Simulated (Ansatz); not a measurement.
Basis-set extrapolation for methanol (`CO`) (PBE0-D4/def2-TZVP geometry, frozen core, Ansatz 0.2.0). Multiplicity 1, RHF reference.

```tsv
	def2-TZVPP	def2-QZVPP
HF	-115.095013	-115.100976
MP2 correlation	-0.426835	-0.458431
CCSD(T) correlation	-0.460326	-0.489128
```

Energies in hartree. Use E(X) = E(∞) + A·exp(−7.88·√X) for Hartree–Fock and E(X) = E(∞) + B·X^(−2.97) for correlation, with X = 3 and 4.

Q: What is the CCSD(T) energy at the basis-set limit?

A: HF limit: -115.100976 + (-0.005963) × 0.13774 = -115.10180. Correlation limit: -0.489128 + (-0.028802) × 0.74074 = -0.51046. Total: -115.61226 hartree, 149.4 kJ/mol below CCSD(T)/def2-TZVPP.
